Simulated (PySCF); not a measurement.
Ionisation energy of Si by level of theory

Si [Ne] 3s2 3p2 (3P) → Si+ [Ne] 3s2 3p1 (2P), as a difference of total energies. All numbers are calculated (PySCF 2.14, the spin-free X2C one-electron Hamiltonian (Gaussian nucleus), in aug-cc-pCVTZ-DK with one added diffuse shell each of s, p, d, f type (9s8p6d4f, 91 functions)). Correlated levels: valence: [Ne] frozen; valence and next inner shell: 1s2 frozen; nothing frozen. The calculations carry no spin-orbit coupling.

```tsv
method	ionisation energy (eV)
UHF	7.627
LDA	8.224
PBE	8.187
PBE0	8.207
BP86	8.243
MN15	8.100
wB97X	8.061
TPSSh	8.197
MP2 (valence)	8.039
MP2 (valence and next inner shell)	8.037
SCS-MP2 (valence and next inner shell)	7.951
MP2 (all electrons)	8.039
SCS-MP2 (all electrons)	7.952
```

Task: Estimate what SCS-MP2 (valence) gives.

Result: 7.951 eV, closest to SCS-MP2 (valence and next inner shell) among the rows shown.

Task: Estimate what r2SCAN gives.

Result: 8.308 eV, closest to BP86 among the rows shown.

Errors of the correlated levels include the incompleteness of this basis and the frozen core.

For comparison: 8.157 eV (measured; NIST levels, between the centres of gravity of the two terms).
